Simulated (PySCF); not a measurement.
## Working out the ionisation energy of Ar

Ar [Ar] (1S) → Ar⁺ [Ne] 3s2 3p5 (2P). Computed with PySCF 2.14 in def2-QZVPPD (10s7p5d2f1g, 79 functions), with the non-relativistic Hamiltonian (point nucleus). Frozen: 1s2. Energies in hartree (1 hartree = 27.21139 eV):

| part | Ar (lower) | Ar⁺ (upper) |
| --- | --- | --- |
| UHF | -526.817203 | -526.282528 |
| CCSD correlation | -0.428788 | -0.388140 |
| (T) | -0.010415 | -0.008163 |

Q: What does Hartree-Fock give?

A: (-526.282528) − (-526.817203) = 0.534675 hartree = 14.549 eV.

Q: What do CCSD and CCSD(T) give?

A: The CCSD correlation energies differ by 0.040648 hartree = 1.106 eV and the triples by 0.002252 hartree = 0.061 eV, so CCSD gives 15.655 eV and CCSD(T) 15.716 eV.

Measured between the centres of the two terms (NIST): 15.819 eV, so CCSD(T) (valence and next inner shell) is off by -0.103 eV.

What remains against the reference includes basis incompleteness, the frozen core and higher excitations.
